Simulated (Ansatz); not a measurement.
## SiNH2Cl (SMILES N[Si]Cl): the vertical ionisation energy from total energies

The species is SiNH2Cl (5 atoms), meant as a singlet with charge 0. SMILES: `N[Si]Cl`. The shape is that of a PBE0-D4/def2-TZVP optimisation. This is one conformer, not always the lowest.

Both states at this one shape; open shells run unrestricted unless said. 1 Eh = 27.2114 eV.

```
                                  level  program  singlet SiNH2Cl (Eh)  doublet SiNH2Cl+ (Eh)
                       CAM-B3LYP/STO-3G   Ansatz           -796.528139            -796.252766
RPA@PBE/STO-3G, 11 core orbitals frozen   Ansatz           -795.311702            -795.084980
```

Q: Work out the vertical ionisation energy at each level.

A: 
1. CAM-B3LYP/STO-3G: -796.252766 − (-796.528139) = 0.275373 Eh = 7.49 eV.
2. RPA@PBE/STO-3G: -795.084980 − (-795.311702) = 0.226722 Eh = 6.17 eV.

No measured value is set beside it here; the levels span 6.17 to 7.49 eV. Minimal sets are far from the basis-set limit.
